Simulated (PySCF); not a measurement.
Atoms are numbered as in `[CH3:1][CH:2]([CH3:3])[CH2:4][C:5]#[O+:6]` (H(Xn): hydrogen on atom n).

Geometry: GFN2-xTB; GIAO absolute shieldings from PySCF, gas phase, non-relativistic, averaged over equivalent atoms.

At PBE0/6-31G* (102 basis functions, 15 s wall time on 1 thread of an Intel Xeon Platinum 8175M, shared host):
```tsv
atoms	σ (ppm)
C5	49.7
C2	149.3
C1/C3	170.5
C4	180.7
O6	18.9
H(C2)	28.69
H(C4)	28.80
H(C1)/H(C3)	30.57
```

Question: What do these become at PBE0/pcSseg-1?

Answer: 
```json
{"atoms": "C5", "σ at PBE0/pcSseg-1": "21.9", "change": "-27.8"}
{"atoms": "C2", "σ at PBE0/pcSseg-1": "135.4", "change": "-13.9"}
{"atoms": "C1/C3", "σ at PBE0/pcSseg-1": "158.8", "change": "-11.7"}
{"atoms": "C4", "σ at PBE0/pcSseg-1": "169.2", "change": "-11.5"}
{"atoms": "O6", "σ at PBE0/pcSseg-1": "-21.9", "change": "-40.8"}
{"atoms": "H(C2)", "σ at PBE0/pcSseg-1": "28.32", "change": "-0.37"}
{"atoms": "H(C4)", "σ at PBE0/pcSseg-1": "28.02", "change": "-0.78"}
{"atoms": "H(C1)/H(C3)", "σ at PBE0/pcSseg-1": "29.87", "change": "-0.70"}
```

The largest change is at O6 (oxygen bonded to C). Cost: 147 basis functions, 28 s wall time on 1 thread of an Intel Xeon Platinum 8175M, shared host. The order of the carbon signals is the same at both levels.
